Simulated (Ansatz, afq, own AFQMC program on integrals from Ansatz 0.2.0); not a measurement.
**HBrF, doublet in cc-pVTZ, levels against CCSDT(Q)**

```xyz
3

Br    0.0000    0.0000   -1.4427
H     0.0000    0.0000    0.2713
F     0.0000    0.0000    1.1713
```

Connectivity, by distances: Br ··· F, 1 bridging H.

Basis cc-pVTZ. Only valence electrons are correlated. Ansatz 0.2.0 and our own AFQMC program on the same integrals; the CISD trial comes from CCSD amplitudes, and released means the phaseless constraint is let go. Error bars are statistical, one sigma. No spin–orbit coupling.

Determinant: UHF, the one that the program's search chose, which needn't be the lowest solution. The geometry is a point of a scan.

No full CI on the walks' own integrals is used here; CCSDT(Q) serves as the reference and is uncertain by about the last step of the cluster series.

Cautions: no relativity below Rb; no spin-orbit coupling; inner d shell frozen.

```
T1 diagnostic                               : 0.0091
weight of the determinant in the CISD state : 0.892
⟨S²⟩ of the determinant                     : 0.759
size of the correlated space                : 15 electrons in 72 orbitals
```

Reference: CCSDT(Q), correlation energy -12.164 eV. The released energy is read at 1.50 1/Eh (meV from the phaseless value at times in 1/Eh: -4 ± 3 at 0.24, -1 ± 6 at 0.51, -7 ± 8 at 0.99, 4 ± 11 at 1.50).

| level | E − E(reference) (kJ/mol) | share of correlation (%) |
| --- | --- | --- |
| HF | 1173.6 | 0.00 |
| MP2 | 86.7 | 92.61 |
| CCSD | 34.1 | 97.10 |
| CCSD(T) | 2.5 | 99.78 |
| CCSDT | 1.0 | 99.91 |
| ph-AFQMC/CISD | 0.2 ± 0.6 | 99.98 |
| released AFQMC | 0.6 ± 1.1 | 99.95 |

A walk keeps the symmetry of its determinant, which the program's search chose and which needn't be the lowest solution, so a lower state of the same spin and another symmetry isn't excluded. Released energies are given only where the last usable release times agree within the noise; a slower fall can still hide under it.
